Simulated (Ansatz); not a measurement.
A made-up structure of AlSiH3S, singlet:

```
6
angstrom
Al 0.8605 0.1736 0.3880
Si -1.0573 -0.7048 -0.5736
S -0.8991 1.4058 -0.0925
H -2.0427 -1.5523 -1.1457
H 2.1014 0.6106 -0.3734
H 1.1772 0.1674 1.8746
```

It is relaxed with PBE-D4/def2-SVP and then PBE0-D4/def2-TZVP (Ansatz 0.2.0). Atoms count as bonded within 1.22 times the sum of their covalent radii (H–H: 0.88 Å). The end point is not checked to be a true minimum.

(1) Does its bonding change? (Judge from chemistry; the calculation decides.)

## Answers

(1) The calculation gives: No: no bond forms or breaks.

Where it ends: The first stage lowers the energy by 1.01 eV in 7 steps. It ends as AlSiH₃S ([AlH2]1[SiH][S]1):
```xyz
6
angstrom
Al 0.9935 0.3708 0.4815
Si -0.9161 -0.8490 -0.5440
S -1.0656 1.1778 -0.2059
H -2.2055 -1.3087 -1.1647
H 2.1916 0.6064 -0.5212
H 1.1421 0.1032 2.0316
```

Labels in which every atom is bracketed show which atoms are joined, not bond orders.

For scale, one of the runs: PBE0-D4/def2-TZVP relaxation, 129 basis functions, launched by `ansatz run in.yaml --threads 2 --pin off --events-out ev --progress --plain --max-ram 4352MiB`. The run took about 12 s on 2 CPU threads of an Arm Neoverse V1 (shared host).
